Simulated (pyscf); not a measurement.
A first-order saddle from PySCF, ωB97X-D3(BJ)/def2-SVP:

```
B
O 1 1.3788
H 2 0.9624 1 113.37
H 1 1.2115 2 117.33 3 -174.06
O 1 1.6017 4 112.96 2 -136.52
H 5 0.9665 1 110.35 4 3.90
H 5 1.2202 6 113.86 1 66.91
H 7 1.0496 5 136.86 6 -109.08
```

Surface: singlet, charge 0. Lowest wavenumbers (cm⁻¹): 1442i, 344, 436, 473, 723.

Which two sides does it connect, and which bonds change?

H₂B–OH (SMILES BO) + H₂O (SMILES O) <-> HO–BH–OH (SMILES OBO) + H₂ (SMILES [H][H]), a four-centre exchange read from left to right: B–H, H–O broken and B–O, H–H formed. At ωB97M-D3(BJ)/def2-TZVP it lies +21.5 kcal/mol from the left side and +51.4 kcal/mol from the right (each side as separated species at their lowest minima found). At the saddle there is also a short B–H contact that neither side keeps. The same reactants have a lower exit, to H₂B–OH + H₂O (barrier +10.2 kcal/mol at ωB97M-D3(BJ)/def2-TZVP, against +21.5 kcal/mol here). One saddle was located; it need not be the lowest between these sides.
